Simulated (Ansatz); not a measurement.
A short molecular-dynamics run on C$_{4}$H$_{10}$S (`CCCSC`).

```yaml
crystal:
  periodic: [false, false, false]
  atoms:
    - {symbol: C, position_ang: [-0.749929, -0.132227, 1.829119]}
    - {symbol: C, position_ang: [0.485983, 0.169363, 1.002115]}
    - {symbol: C, position_ang: [0.744457, -0.843931, -0.102621]}
    - {symbol: S, position_ang: [-0.525172, -0.947552, -1.383237]}
    - {symbol: C, position_ang: [-0.288643, 0.632835, -2.203949]}
    - {symbol: H, position_ang: [-0.661871, -1.103694, 2.324242]}
    - {symbol: H, position_ang: [-0.902163, 0.623530, 2.602526]}
    - {symbol: H, position_ang: [-1.641658, -0.161866, 1.199589]}
    - {symbol: H, position_ang: [1.370658, 0.190034, 1.649289]}
    - {symbol: H, position_ang: [0.411109, 1.171820, 0.568329]}
    - {symbol: H, position_ang: [1.705151, -0.652277, -0.589644]}
    - {symbol: H, position_ang: [0.793584, -1.853852, 0.315700]}
    - {symbol: H, position_ang: [0.738321, 0.738684, -2.560261]}
    - {symbol: H, position_ang: [-0.958760, 0.644324, -3.064158]}
    - {symbol: H, position_ang: [-0.542970, 1.474107, -1.557735]}
basis:
  gaussian: {orbitals: def2-SVP}
hamiltonian: {xc: {name: revPBE}}
md: {timestep: 0.5 fs, n_steps: 50, ensemble: nve, temperature: 1000, initial_velocities: maxwell_boltzmann, seed: 226}
```

```sh
$ ansatz run in.yaml --threads 4 --pin off --events-out ev --progress --plain --max-ram 10444MiB
```

| step | time (fs) | potential energy (eV) | kinetic (eV) | T (K) | conserved (eV) |
| --- | --- | --- | --- | --- | --- |
| 0 | 0.0 | -15136.8582 | 1.6804 | 1000 | -15135.1778 |
| 1 | 0.5 | -15136.8153 | 1.6389 | 975 | -15135.1764 |
| 2 | 1.0 | -15136.6824 | 1.5093 | 898 | -15135.1732 |
| 3 | 1.5 | -15136.5069 | 1.3372 | 796 | -15135.1696 |
| 4 | 2.0 | -15136.3410 | 1.1736 | 698 | -15135.1673 |
| 5 | 2.5 | -15136.2197 | 1.0528 | 627 | -15135.1669 |
| 6 | 3.0 | -15136.1511 | 0.9833 | 585 | -15135.1678 |
| 7 | 3.5 | -15136.1229 | 0.9540 | 568 | -15135.1689 |
| 8 | 4.0 | -15136.1174 | 0.9477 | 564 | -15135.1697 |
| 9 | 4.5 | -15136.1217 | 0.9517 | 566 | -15135.1700 |
| 10 | 5.0 | -15136.1288 | 0.9586 | 570 | -15135.1702 |
| 11 | 5.5 | -15136.1340 | 0.9634 | 573 | -15135.1706 |
| 12 | 6.0 | -15136.1306 | 0.9594 | 571 | -15135.1713 |
| 13 | 6.5 | -15136.1095 | 0.9377 | 558 | -15135.1718 |
| 14 | 7.0 | -15136.0637 | 0.8918 | 531 | -15135.1719 |
| 15 | 7.5 | -15135.9953 | 0.8245 | 491 | -15135.1709 |
| 16 | 8.0 | -15135.9233 | 0.7546 | 449 | -15135.1688 |
| 17 | 8.5 | -15135.8821 | 0.7157 | 426 | -15135.1664 |
| 18 | 9.0 | -15135.9081 | 0.7427 | 442 | -15135.1654 |
| 19 | 9.5 | -15136.0159 | 0.8489 | 505 | -15135.1670 |
| 20 | 10.0 | -15136.1817 | 1.0110 | 602 | -15135.1707 |
| 21 | 10.5 | -15136.3496 | 1.1750 | 699 | -15135.1747 |
| 22 | 11.0 | -15136.4591 | 1.2820 | 763 | -15135.1770 |
| 23 | 11.5 | -15136.4735 | 1.2967 | 772 | -15135.1768 |
| 24 | 12.0 | -15136.3960 | 1.2218 | 727 | -15135.1742 |
| 25 | 12.5 | -15136.2658 | 1.0952 | 652 | -15135.1706 |
| 26 | 13.0 | -15136.1373 | 0.9695 | 577 | -15135.1677 |
| 27 | 13.5 | -15136.0534 | 0.8865 | 528 | -15135.1669 |
| 28 | 14.0 | -15136.0274 | 0.8596 | 512 | -15135.1679 |
| 29 | 14.5 | -15136.0452 | 0.8757 | 521 | -15135.1694 |
| 30 | 15.0 | -15136.0820 | 0.9115 | 542 | -15135.1706 |
| 31 | 15.5 | -15136.1188 | 0.9478 | 564 | -15135.1710 |
| 32 | 16.0 | -15136.1463 | 0.9753 | 580 | -15135.1710 |
| 33 | 16.5 | -15136.1616 | 0.9905 | 589 | -15135.1711 |
| 34 | 17.0 | -15136.1622 | 0.9907 | 590 | -15135.1715 |
| 35 | 17.5 | -15136.1425 | 0.9705 | 578 | -15135.1720 |
| 36 | 18.0 | -15136.0962 | 0.9240 | 550 | -15135.1722 |
| 37 | 18.5 | -15136.0227 | 0.8511 | 506 | -15135.1716 |
| 38 | 19.0 | -15135.9351 | 0.7653 | 455 | -15135.1698 |
| 39 | 19.5 | -15135.8636 | 0.6962 | 414 | -15135.1673 |
| 40 | 20.0 | -15135.8465 | 0.6808 | 405 | -15135.1657 |
| 41 | 20.5 | -15135.9086 | 0.7422 | 442 | -15135.1664 |
| 42 | 21.0 | -15136.0392 | 0.8697 | 518 | -15135.1695 |
| 43 | 21.5 | -15136.1909 | 1.0173 | 605 | -15135.1736 |
| 44 | 22.0 | -15136.3013 | 1.1246 | 669 | -15135.1767 |
| 45 | 22.5 | -15136.3236 | 1.1462 | 682 | -15135.1773 |
| 46 | 23.0 | -15136.2480 | 1.0726 | 638 | -15135.1753 |
| 47 | 23.5 | -15136.1047 | 0.9330 | 555 | -15135.1717 |
| 48 | 24.0 | -15135.9490 | 0.7808 | 465 | -15135.1682 |
| 49 | 24.5 | -15135.8339 | 0.6674 | 397 | -15135.1665 |
| 50 | 25.0 | -15135.7849 | 0.6177 | 368 | -15135.1671 |

Velocities are drawn at the set temperature; a run this short doesn't reach equilibrium.

Frames (Å, forces in eV/Å):

```xyz
15
time=0.0 fs
C    -0.750   -0.132    1.829    0.095    0.083    0.022
C     0.486    0.169    1.002   -0.109   -0.141    0.067
C     0.744   -0.844   -0.103    0.013    0.137    0.066
S    -0.525   -0.948   -1.383   -0.561   -0.659   -0.251
C    -0.289    0.633   -2.204   -0.015   -0.051    0.002
H    -0.662   -1.104    2.324    0.011   -0.497    0.279
H    -0.902    0.624    2.603   -0.111    0.387    0.427
H    -1.642   -0.162    1.200   -0.480   -0.024   -0.310
H     1.371    0.190    1.649    0.468    0.042    0.328
H     0.411    1.172    0.568    0.004    0.536   -0.188
H     1.705   -0.652   -0.590    0.554    0.067   -0.243
H     0.794   -1.854    0.316    0.056   -0.538    0.192
H     0.738    0.739   -2.560    0.561    0.114   -0.229
H    -0.959    0.644   -3.064   -0.356    0.029   -0.467
H    -0.543    1.474   -1.558   -0.132    0.516    0.305
15
time=2.0 fs
C    -0.747   -0.126    1.819   -2.696    2.714   -1.230
C     0.479    0.162    0.989    1.261    0.433    1.065
C     0.753   -0.841   -0.126   -1.771   -1.142    2.181
S    -0.526   -0.947   -1.372   -0.999   -1.113   -0.474
C    -0.283    0.614   -2.189   -0.690    1.793    1.208
H    -0.689   -1.096    2.204    0.145   -2.170    1.340
H    -0.925    0.663    2.650    0.194   -1.090   -0.969
H    -1.725   -0.171    1.122    1.722    0.336    1.257
H     1.401    0.121    1.703   -0.947    0.274   -0.923
H     0.444    1.185    0.543    0.086   -0.057    0.261
H     1.617   -0.511   -0.589    2.702    0.296   -1.371
H     0.858   -1.873    0.347    0.110    0.659   -0.686
H     0.741    0.721   -2.519    0.897    0.147   -0.501
H    -0.974    0.714   -3.024   -0.303   -0.219   -0.601
H    -0.529    1.514   -1.514    0.290   -0.861   -0.558
15
time=4.0 fs
C    -0.752   -0.112    1.806   -3.090    0.811   -0.792
C     0.476    0.156    0.979    1.605    0.767    1.352
C     0.756   -0.842   -0.144    0.453   -0.131    1.535
S    -0.528   -0.948   -1.362   -1.309   -1.445   -0.647
C    -0.279    0.600   -2.170   -0.454    2.725    0.513
H    -0.712   -1.158    2.129    0.043   -0.303    0.859
H    -0.941    0.665    2.665    0.298   -1.374   -1.208
H    -1.748   -0.168    1.089    2.014    0.535    1.480
H     1.398    0.063    1.724   -1.216    0.497   -1.268
H     0.480    1.196    0.526    0.063   -0.495    0.559
H     1.618   -0.364   -0.634    0.789   -0.840   -0.295
H     0.926   -1.869    0.353    0.084    0.942   -1.059
H     0.773    0.708   -2.496    0.038    0.046   -0.349
H    -0.999    0.775   -3.005    0.315   -0.527   -0.025
H    -0.505    1.525   -1.490    0.366   -1.209   -0.654
15
time=6.0 fs
C    -0.767   -0.096    1.789   -1.761   -2.122   -0.628
C     0.478    0.153    0.973    1.014    0.587    1.027
C     0.761   -0.843   -0.157    2.046    1.848    0.344
S    -0.531   -0.951   -1.352   -1.382   -1.607   -0.754
C    -0.276    0.595   -2.150    0.215    2.468   -0.726
H    -0.733   -1.233    2.088   -0.010    1.700    0.368
H    -0.947    0.617    2.636    0.166   -0.516   -0.234
H    -1.698   -0.145    1.110    0.853    0.549    0.670
H     1.352    0.023    1.699   -0.411    0.543   -0.655
H     0.518    1.190    0.531   -0.025   -0.349    0.523
H     1.651   -0.248   -0.690   -0.845   -1.991    0.690
H     0.998   -1.833    0.321    0.110    0.238   -0.794
H     0.808    0.697   -2.486   -0.832   -0.076   -0.136
H    -1.013    0.816   -2.987    0.688   -0.753    0.331
H    -0.467    1.492   -1.488    0.173   -0.519   -0.026
15
time=8.0 fs
C    -0.786   -0.086    1.771    1.709   -3.774   -0.091
C     0.482    0.151    0.971   -0.602    0.143    0.046
C     0.772   -0.837   -0.168    1.987    3.159   -0.382
S    -0.537   -0.956   -1.344   -1.294   -1.580   -0.812
C    -0.273    0.597   -2.133    0.764    1.021   -1.666
H    -0.754   -1.247    2.061   -0.048    2.037    0.203
H    -0.946    0.551    2.602   -0.071    0.900    1.466
H    -1.622   -0.101    1.151   -2.219    0.438   -1.593
H     1.294    0.003    1.652    1.337    0.274    0.887
H     0.555    1.172    0.554   -0.101    0.277    0.212
H     1.655   -0.205   -0.723   -1.116   -2.138    0.863
H     1.074   -1.788    0.260    0.260   -0.845   -0.207
H     0.813    0.684   -2.482   -0.924   -0.109   -0.110
H    -1.002    0.829   -2.959    0.461   -0.688    0.118
H    -0.424    1.442   -1.486   -0.143    0.885    1.065
15
time=10.0 fs
C    -0.801   -0.088    1.753    2.313   -2.528    0.302
C     0.485    0.150    0.968   -1.026   -0.271   -0.099
C     0.789   -0.823   -0.181    1.142    2.301   -0.038
S    -0.543   -0.962   -1.336   -1.117   -1.397   -0.832
C    -0.268    0.603   -2.120    0.678    0.291   -0.989
H    -0.778   -1.188    2.044   -0.101    0.765    0.258
H    -0.947    0.516    2.617    0.006    0.918    1.245
H    -1.623   -0.040    1.137   -2.670    0.465   -1.917
H     1.283   -0.006    1.637    1.822    0.070    1.472
H     0.588    1.165    0.586   -0.156    0.749   -0.067
H     1.620   -0.242   -0.724   -0.313   -1.254    0.293
H     1.159   -1.773    0.189    0.071   -0.852    0.027
H     0.785    0.666   -2.483   -0.183   -0.052   -0.297
H    -0.975    0.817   -2.927   -0.234   -0.329   -0.480
H    -0.385    1.423   -1.446   -0.231    1.123    1.122
15
time=12.0 fs
C    -0.810   -0.096    1.735   -0.868    1.801   -0.723
C     0.486    0.148    0.966    0.858   -0.255    1.154
C     0.810   -0.801   -0.193   -0.796   -0.807    1.629
S    -0.551   -0.970   -1.329   -0.788   -1.070   -0.804
C    -0.260    0.610   -2.110   -0.142    0.911    0.793
H    -0.805   -1.106    2.037   -0.206   -2.068    0.680
H    -0.948    0.512    2.675    0.240   -0.057   -0.643
H    -1.714    0.037    1.060    0.587   -0.006    0.572
H     1.334   -0.011    1.671    0.047    0.259    0.161
H     0.615    1.183    0.616   -0.249    0.379   -0.027
H     1.578   -0.322   -0.718    1.924    0.778   -1.336
H     1.245   -1.787    0.119   -0.603    0.154    0.034
H     0.751    0.647   -2.495    0.827    0.034   -0.515
H    -0.956    0.792   -2.913   -0.712    0.046   -0.727
H    -0.354    1.441   -1.368   -0.120   -0.100   -0.248
15
time=14.0 fs
C    -0.820   -0.100    1.715   -1.989    3.030   -0.561
C     0.489    0.146    0.967    2.223    0.269    1.775
C     0.828   -0.782   -0.201   -0.909   -2.091    1.664
S    -0.560   -0.980   -1.324   -0.335   -0.618   -0.722
C    -0.253    0.620   -2.098   -0.696    1.187    0.881
H    -0.840   -1.094    2.054   -0.336   -2.278    0.444
H    -0.940    0.508    2.711    0.283   -0.451   -1.633
H    -1.789    0.114    0.999    2.065   -0.543    1.666
H     1.388   -0.007    1.713   -1.248    0.331   -0.785
H     0.632    1.214    0.645   -0.357   -0.388    0.118
H     1.603   -0.378   -0.759    2.060    1.351   -1.522
H     1.309   -1.796    0.051   -1.082    0.716    0.285
H     0.745    0.629   -2.526    0.746    0.091   -0.302
H    -0.962    0.769   -2.923   -0.358    0.216   -0.057
H    -0.328    1.457   -1.299   -0.067   -0.822   -1.253
15
time=16.0 fs
C    -0.837   -0.096    1.694   -1.521    0.331    0.476
C     0.499    0.144    0.974    2.238    0.535    1.601
C     0.844   -0.769   -0.204    1.321   -1.050   -0.646
S    -0.570   -0.990   -1.319    0.155   -0.095   -0.597
C    -0.248    0.633   -2.083   -0.474    0.511   -0.589
H    -0.887   -1.159    2.085   -0.242    0.470   -0.698
H    -0.921    0.489    2.688    0.161   -0.197   -1.315
H    -1.789    0.171    0.998    1.917   -0.732    1.490
H     1.399    0.009    1.728   -1.375    0.189   -0.811
H     0.637    1.233    0.678   -0.377   -0.694    0.073
H     1.698   -0.386   -0.850   -0.626    0.350    0.516
H     1.333   -1.781   -0.006   -1.027    0.484    0.662
H     0.765    0.614   -2.567   -0.279    0.154    0.306
H    -0.981    0.753   -2.935    0.218    0.324    0.738
H    -0.305    1.445   -1.274   -0.089   -0.579   -1.207
15
time=18.0 fs
C    -0.858   -0.090    1.674    0.785   -2.160    1.040
C     0.515    0.144    0.986    0.813    0.232    0.579
C     0.864   -0.759   -0.208    1.662    0.131   -1.836
S    -0.579   -1.000   -1.315    0.621    0.429   -0.459
C    -0.244    0.648   -2.071   -0.164   -1.049   -2.251
H    -0.944   -1.212    2.092   -0.071    1.847   -1.233
H    -0.897    0.464    2.619   -0.005    0.592    0.250
H    -1.721    0.202    1.051   -0.046   -0.285   -0.071
H     1.360    0.032    1.714   -0.324   -0.122    0.114
H     0.627    1.227    0.714   -0.283   -0.304   -0.169
H     1.773   -0.379   -0.926   -1.844   -0.074    1.562
H     1.319   -1.749   -0.038   -0.478   -0.423    0.973
H     0.776    0.605   -2.596   -0.872    0.210    0.700
H    -0.993    0.750   -2.921    0.348    0.438    0.885
H    -0.285    1.413   -1.291   -0.143    0.537   -0.085
15
time=20.0 fs
C    -0.877   -0.091    1.657    4.000   -3.557    1.836
C     0.534    0.144    1.000   -1.410   -0.334   -1.107
C     0.889   -0.748   -0.218    0.868    0.763   -1.656
S    -0.588   -1.010   -1.311    0.985    0.877   -0.358
C    -0.242    0.660   -2.065   -0.164   -2.234   -2.509
H    -1.003   -1.199    2.053    0.044    1.619   -1.057
H    -0.872    0.462    2.559   -0.078    1.185    1.640
H    -1.660    0.225    1.097   -2.968    0.851   -2.358
H     1.312    0.051    1.707    1.372   -0.458    1.588
H     0.606    1.210    0.743   -0.127    0.397   -0.418
H     1.782   -0.374   -0.944   -1.747   -0.109    1.564
H     1.287   -1.733   -0.033    0.027   -1.118    1.049
H     0.755    0.604   -2.601   -0.540    0.190    0.552
H    -0.994    0.763   -2.876   -0.117    0.518    0.267
H    -0.271    1.402   -1.312   -0.147    1.411    0.966
15
time=22.0 fs
C    -0.883   -0.101    1.646    2.455    0.101    0.632
C     0.549    0.144    1.010   -1.534   -0.642   -1.144
C     0.917   -0.736   -0.233   -0.750   -0.618    0.261
S    -0.595   -1.019   -1.308    1.260    1.221   -0.334
C    -0.239    0.665   -2.067   -0.782   -1.423   -0.215
H    -1.061   -1.129    1.977   -0.075   -0.527   -0.150
H    -0.851    0.499    2.555   -0.216    0.361    0.729
H    -1.694    0.274    1.066   -1.008    0.265   -1.047
H     1.309    0.052    1.755    1.053   -0.413    1.133
H     0.581    1.207    0.756    0.046    0.550   -0.390
H     1.729   -0.372   -0.907   -0.208    0.337    0.348
H     1.254   -1.754    0.010    0.013   -0.302    0.628
H     0.717    0.610   -2.586    0.586    0.084   -0.124
H    -0.999    0.797   -2.821   -0.780    0.529   -0.594
H    -0.262    1.438   -1.302   -0.060    0.479    0.267
15
time=24.0 fs
C    -0.882   -0.112    1.637    0.539    4.806   -0.638
C     0.560    0.141    1.017   -0.348   -0.369    0.040
C     0.942   -0.727   -0.247   -3.528   -2.988    3.416
S    -0.601   -1.026   -1.305    1.495    1.498   -0.357
C    -0.240    0.665   -2.069   -1.755   -0.086    1.314
H    -1.123   -1.082    1.895   -0.480   -2.879    0.711
H    -0.838    0.550    2.577   -0.415   -0.852   -0.648
H    -1.766    0.332    0.995    1.574   -0.787    0.812
H     1.343    0.039    1.841   -0.509   -0.108   -0.702
H     0.557    1.222    0.756    0.236   -0.044   -0.089
H     1.672   -0.355   -0.860    2.473    1.313   -1.845
H     1.222   -1.786    0.077    0.024    0.942   -0.120
H     0.700    0.619   -2.576    1.199    0.014   -0.613
H    -1.032    0.849   -2.786   -0.532    0.325   -0.582
H    -0.256    1.492   -1.283    0.029   -0.785   -0.698
15
time=25.0 fs
C    -0.881   -0.112    1.631   -0.064    4.660   -0.552
C     0.564    0.139    1.020   -0.058   -0.129    0.372
C     0.950   -0.725   -0.250   -3.721   -3.227    3.793
S    -0.603   -1.029   -1.304    1.587    1.614   -0.370
C    -0.242    0.665   -2.069   -1.888    0.341    1.093
H    -1.160   -1.095    1.862   -0.299   -2.207    0.598
H    -0.837    0.566    2.582   -0.472   -1.178   -0.943
H    -1.785    0.352    0.968    2.052   -0.967    1.166
H     1.356    0.030    1.879   -0.959    0.011   -1.306
H     0.548    1.231    0.754    0.327   -0.370    0.063
H     1.672   -0.330   -0.857    2.532    1.206   -1.858
H     1.206   -1.791    0.110    0.135    1.215   -0.431
H     0.708    0.624   -2.578    0.820    0.017   -0.507
H    -1.057    0.881   -2.778   -0.047    0.109   -0.270
H    -0.252    1.510   -1.281    0.055   -1.095   -0.849
```

Hardware: 4 threads of an Intel Xeon on a shared host. Wall time 67 s, peak host memory 0.61 GiB.
